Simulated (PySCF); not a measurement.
C4H7Cl.
Atom-mapped SMILES: `[CH3:1]/[CH:2]=[C:3](\[CH3:4])[Cl:5]` (hydrogens: H6, H7, H8 on C1; H9 on C2; H10, H11, H12 on C4)

Structure used (PBE0-D3(BJ)/def2-SVP), in Å, numbered top down from 1:
```
atom  x, y, z in Å
C1     1.284   -0.125   -0.243
C2     0.241    0.927   -0.064
C3    -1.021    0.740    0.338
C4    -1.701   -0.535    0.705
Cl5   -2.073    2.133    0.477
H6     1.654   -0.136   -1.281
H7     0.923   -1.134   -0.005
H8     2.158    0.079    0.397
H9     0.540    1.956   -0.286
H10   -2.575   -0.705    0.057
H11   -2.071   -0.489    1.741
H12   -1.025   -1.395    0.613
```

The closed-shell ground state was solved at several levels (PySCF, density fitting, gas phase, non-relativistic).

```csv
level,basis functions,HOMO (eV),LUMO (eV),gap (eV),dipole (D)
PBE0/pcSseg-1,127,-6.91,0.27,7.18,2.10
mPW1PW91/pcSseg-2,285,-6.91,0.16,7.07,2.08
```

Q: Estimate the row for CAM-B3LYP/def2-SVPD, a basis of 163 functions; the other rows only guide the guess.

A: HOMO -8.23 eV, LUMO 1.26 eV, gap 9.49 eV, dipole 2.12 D.

Q: Over all these levels, which gives the widest orbital gap and which the narrowest?

A: CAM-B3LYP/def2-SVPD (range-separated hybrid) has the widest, 9.49 eV, and mPW1PW91/pcSseg-2 (global hybrid, 25 % exact exchange) the narrowest, 7.07 eV. Functional and basis both differ between the two, so the spread mixes both effects.

Q: How far do the dipole and the HOMO energy spread over the levels?

A: The dipole runs from 2.08 to 2.12 D (mean 2.10 D) and the HOMO from -8.23 to -6.91 eV.
